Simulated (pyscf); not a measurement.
Optimised with ωB97X-D3(BJ)/def2-SVP in PySCF. MP2 and CC: frozen core, UHF for open shells. ΔMP2 is the change of the MP2 total energy from the triple- to the quadruple-zeta basis.

Question: Estimate the classical barrier height and the reaction energy of H₂C=C=CH₂ -> cyclic C₃H₄ (SMILES [C]1CC1) [singlet] at CCSD(T)/def2-TZVPP + ΔMP2(QZVPP). The step runs on the singlet surface, breaks none and forms C–C; take the reactant's lowest minimum found as zero.

Answer: ΔE‡ = 3.18 eV, ΔE = +2.91 eV. Zero-point energy shifts the barrier by -0.05 eV. It is a ring closure, with an imaginary mode of 614i cm⁻¹. One saddle was located; it need not be the lowest between these sides. A restricted singlet here is unstable towards spin polarisation, as is usual where a triplet lies low; its energy is less safe. The CCSD(T) − MP2 part came from Ansatz, without density fitting, on the same reference.
